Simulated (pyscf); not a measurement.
Structures and frequencies: ωB97X-D3(BJ)/def2-SVP in PySCF.

### Question
For the elementary gas-phase step H₃C–CH₃ (SMILES CC) + HO–Zn–OH (SMILES [OH][Zn][OH]) -> H₃C–Zn–OH (SMILES [CH3][Zn][OH]) + H₃C–OH (SMILES CO) (singlet surface; C–C, O–Zn broken, C–Zn, C–O formed), what barrier and reaction energy does ωB97M-D3(BJ)/def2-TZVP give, measured from the separated reactants?

### Answer
ΔE‡ = 4.04 eV, ΔE = +0.93 eV. Zero-point energy shifts the barrier by -0.05 eV. It is a four-centre exchange, with an imaginary mode of 635i cm⁻¹. On the product side the descent ends in an adduct with a O–Zn contact (not fully relaxed), 0.58 eV under the separated species and 3.72 eV under the saddle at ωB97X-D3(BJ)/def2-TZVP. What is counted as broken (O–Zn) persists as a longer contact in the product adduct; parting that adduct is a step of its own. This is the saddle that the search found; another between the same sides may lie lower. Elements up to Kr have no core potential and no relativistic terms here.
